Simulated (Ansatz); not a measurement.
Reaction (SMILES): N#N (N2) + H+ → [NH+]#N
B3LYP-D3(BJ)/def2-TZVP geometries, fixed; electronic energies without zero-point terms; positive where energy is released.
Largest species:
```xyz
3

N      0.0000     0.0000    -0.4376
N      0.0000     0.0000     0.6484
H      0.0000     0.0000    -1.4756
```
Charge +1, spin multiplicity 1.

Basis-set convergence of the proton affinity at HF with Ansatz (a program for electronic structure). All functions are spherical. No added dispersion term, no relativity. Functions are those of the species that has most. Reference: the value in pcseg-4, 121.38 kcal/mol, itself unsure by roughly 0.06 kcal/mol (its mean distance from aug-pcseg-3, aug-cc-pVQZ, cc-pV5Z). Deviations are taken from unrounded values.

| basis | functions | proton affinity (kcal/mol) | minus reference (kcal/mol) |
|---|---|---|---|
| 3-21G | 20 | 125.50 | 4.11 |
| def2-SVPD | 48 | 120.25 | -1.13 |
| 6-311+G** | 50 | 120.19 | -1.20 |
| cc-pVTZ | 74 | 121.51 | 0.13 |
| pcseg-2 | 74 | 121.47 | 0.09 |
| aug-cc-pVTZ | 115 | 121.07 | -0.31 |
| pcseg-3 | 153 | 121.43 | 0.04 |
| def2-QZVPPD | 159 | 121.28 | -0.10 |
| aug-pcseg-3 | 219 | 121.37 | -0.02 |
